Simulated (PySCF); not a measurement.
## One molecule, a ladder of functionals, a line

Molecule: trans-1,2-difluoroethene, C₂H₂F₂.

Mapped SMILES: `[F:1]/[CH:2]=[CH:3]/[F:4]`. Each H is labelled by its parent atom.

GIAO shieldings (ppm, equivalent atoms averaged) in PySCF on the PBE0-D3(BJ)/def2-SVP geometry, basis pcSseg-2, gas phase, non-relativistic:

| functional | exact exchange (%) | σ(F1/F4) |
| --- | --- | --- |
| BLYP | 0 | 348.8 |
| BP86 | 0 | 349.5 |
| PBE | 0 | 348.3 |
| B3LYP | 20 | 364.9 |
| PBE0 | 25 | 367.7 |
| BHandHLYP | 50 | 386.0 |
| HF | 100 | 413.1 |

Q: Fit each shielding as a line in the percentage of exact exchange.

A: σ(F1/F4) = 350.2 + 0.65 x (rms 1.9 ppm). The functionals also differ in their semilocal parts, which the line can't hold; Hartree–Fock has no correlation at all.

Q: What does the line predict for mPW1PW91 (25 %), and what does the run give?

A: σ(F1/F4): 366.4 predicted, 367.4 computed ppm.
